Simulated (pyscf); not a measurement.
Thermochemistry of product channels of F–Mo(F)(F)–F (SMILES [F][Mo]([F])([F])[F]) [singlet] + H₂ (SMILES [H][H]) on the singlet surface, in kcal/mol, from ωB97M-D3(BJ)/def2-TZVP energies (ideal gas, 1 atm, RRHO with modes under 100 cm⁻¹ raised to 100, one conformer, R ln 2 for chiral ones without a mode under 150 cm⁻¹). Single points on ωB97X-D3(BJ)/def2-SVP structures (PySCF, gas phase).

```
products                                                           ΔE  ΔH(298 K)  ΔG(900 K)  ΔG(1200 K)
--------------------------------------------------------------  -----  ---------  ---------  ----------
F–MoH₂(F)(F)–F (SMILES [F][MoH2]([F])([F])[F])                   +9.8      +12.3      +39.5       +48.7
HF (SMILES F) + F–MoH(F)–F (SMILES [F][MoH]([F])[F]) [singlet]  +18.8      +20.7      +12.7       +10.3
```

These are energies of the channels, which say nothing of barriers. The other spin state of F–MoH(F)–F [singlet] is not in these data. F–Mo(F)(F)–F [singlet] is an excited spin state, 14.6 kcal/mol over the triplet at ωB97X-D3(BJ)/def2-TZVP. 2 of the closed-shell references are unstable towards spin polarisation; treat their single-reference values with care. Elements past Kr carry the def2 core potentials, without spin-orbit coupling.
